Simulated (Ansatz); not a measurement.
**CH4FNS: rigid torsion scan in Python**

The task is a rigid torsion scan, for CH4FNS. SMILES: NC(F)S.

Program: Ansatz 0.2.0 through its Python package. Level of theory: Hartree-Fock/6-31G*. These are calculated values, not measurements.

### 1 The structure

Bond lengths: N1–C2 1.386 Å, C2–F3 1.339 Å, C2–S4 1.721 Å, N1–H5 1.049 Å, N1–H6 1.074 Å, C2–H7 1.110 Å, S4–H8 1.316 Å. Angles: N1–C2–F3 105.5°, N1–C2–S4 112.0°, N1–C2–H7 111.2°, F3–C2–S4 107.5°, F3–C2–H7 108.7°, S4–C2–H7 111.7°, C2–N1–H5 108.5°, C2–N1–H6 108.3°, H5–N1–H6 101.4°, C2–S4–H8 97.4°.

No structure file is read: the coordinates are typed or built in the script.

### 2 The code

torsion_ch4fns.py

```python
'''Energy of CH4FNS as one group turns about a bond.'''

import ansatz as az
from ase import Atoms

atoms = Atoms(['N', 'C', 'F', 'S', 'H', 'H', 'H', 'H'], positions=[
    (0.0917, 1.1793, -0.3903),
    (0.3635, -0.0391, 0.2117),
    (1.2591, -0.6388, -0.5831),
    (-1.0278, -1.0505, 0.2782),
    (-0.1673, 1.0047, -1.3919),
    (-0.8336, 1.5528, 0.0059),
    (0.8161, 0.1021, 1.2154),
    (-0.4094, -2.1676, 0.5983),
])

# start the scan from a relaxed geometry
first = az.Crystal.molecule_from_ase(atoms).calculation()
first = first.basis(gaussian='6-31G*')
first = first.functional('hf')
first = first.relax(force_tolerance=0.02, max_steps=80)
atoms.positions = first.run(threads=1, backend='cpu').report['positions_ang']

start = atoms.get_dihedral(0, 1, 3, 7)
energies = {}
for turn in range(0, 360, 40):
    turned = atoms.copy()
    turned.set_dihedral(0, 1, 3, 7, start + turn, indices=[3, 7])
    setup = az.Crystal.molecule_from_ase(turned).calculation()
    setup = setup.basis(gaussian='6-31G*')
    setup = setup.functional('hf')
    energies[round((start + turn) % 360)] = setup.run(threads=1, backend='cpu').report['free_energy_ev']
floor = min(energies.values())
print('dihedral N0-C1-S3-H7 (deg)   E - E(min) (eV)')
for angle, e in sorted(energies.items()):
    print(f'{angle:8d} {(e - floor):14.3f}  ' + '#' * int(30 * (e - floor) / max(max(energies.values()) - floor, 1e-9)))
```

### 3 The input behind the calls

The package turns the script's settings into the engine's input (first run):

```yaml
crystal:
  periodic: [false, false, false]
  atoms:
    - { symbol: "N", position_ang: [0.0917, 1.1793, -0.3903] }
    - { symbol: C, position_ang: [0.3635, -0.0391, 0.2117] }
    - { symbol: F, position_ang: [1.2591, -0.6388, -0.5831] }
    - { symbol: S, position_ang: [-1.0278, -1.0505, 0.2782] }
    - { symbol: H, position_ang: [-0.1673, 1.0047, -1.3919] }
    - { symbol: H, position_ang: [-0.8336, 1.5528, 0.0059] }
    - { symbol: H, position_ang: [0.8161, 0.1021, 1.2154] }
    - { symbol: H, position_ang: [-0.4094, -2.1676, 0.5983] }
basis:
  gaussian:
    orbitals: "6-31G*"
hamiltonian:
  xc: hf
relax:
  f_tol: 0.02
  max_steps: 80
```

### 4 Running it

Started as:

```
$ python torsion_ch4fns.py
```

Log:

```text
dihedral N0-C1-S3-H7 (deg)   E - E(min) (eV)
      15          0.168  ############################
      55          0.115  ###################
      95          0.135  ######################
     135          0.085  ##############
     175          0.000
     215          0.095  ################
     255          0.176  ##############################
     295          0.134  ######################
     335          0.164  ###########################
```

It took 20 s on 1 thread of Arm Neoverse V2, shared host; peak memory 0.22 GiB.

Lines on the test bed's own set-up are left out of the output.

### 5 The relaxation of run 0, step by step

Step by step:

| step | energy from step 1 (eV) | largest force component (eV/Å) |
| --- | --- | --- |
| 1 | 0.0000 | 3.9730 |
| 2 | -0.4083 | 1.4712 |
| 3 | -0.4783 | 0.4367 |
| 4 | -0.4905 | 0.2890 |
| 5 | -0.4959 | 0.2422 |
| 6 | -0.5019 | 0.1115 |
| 7 | -0.5041 | 0.0496 |
| 8 | -0.5045 | 0.0239 |
| 9 | -0.5045 | 0.0104 |

Step 1 is the start.

Before: Bond lengths: N1–C2 1.386 Å, C2–F3 1.339 Å, C2–S4 1.721 Å, N1–H5 1.049 Å, N1–H6 1.074 Å, C2–H7 1.110 Å, S4–H8 1.316 Å. Angles: N1–C2–F3 105.5°, N1–C2–S4 112.0°, N1–C2–H7 111.2°, F3–C2–S4 107.5°, F3–C2–H7 108.7°, S4–C2–H7 111.7°, C2–N1–H5 108.5°, C2–N1–H6 108.3°, H5–N1–H6 101.4°, C2–S4–H8 97.4°.

After: Bond lengths: N1–C2 1.414 Å, C2–F3 1.355 Å, C2–S4 1.830 Å, N1–H5 1.001 Å, N1–H6 0.999 Å, C2–H7 1.077 Å, S4–H8 1.327 Å. Angles: N1–C2–F3 109.1°, N1–C2–S4 112.4°, N1–C2–H7 109.5°, F3–C2–S4 108.4°, F3–C2–H7 107.9°, S4–C2–H7 109.4°, C2–N1–H5 112.5°, C2–N1–H6 112.5°, H5–N1–H6 110.0°, C2–S4–H8 97.7°.

Run 0 is this relaxation; the runs after it count from 1.

### 6 What each run gave

The 9 runs, in the order started:

```tsv
run	turn (°)	energy from run 1 (eV)	SCF cycles	CPU time (s)
1	0	0.0000	13	0.54
2	40	0.0953	13	0.52
3	80	0.1763	13	0.52
4	120	0.1340	13	0.53
5	160	0.1641	13	0.53
6	200	0.1679	13	0.54
7	240	0.1146	13	0.53
8	280	0.1347	13	0.52
9	320	0.0855	13	0.52
```

### 7 What came out

| quantity | value |
| --- | --- |
| runs compared | 9 |
| range of energy | 0.176 eV |
| lowest point, turn (°) | 0 |

What this shows: The lowest point is at 175° and the highest at 255°, 0.176 eV (17.0 kJ/mol) above it, with the rest of the molecule held. Run 0: The relaxation took 8 moves; the largest shift is 0.364 Å, of atom 6 (H). The scan is rigid and the energies are electronic, in a modest basis. With rigid groups the curve can differ much from the relaxed path, the start wasn't checked as a minimum of this torsion, and equivalent turns needn't return to the same energy.
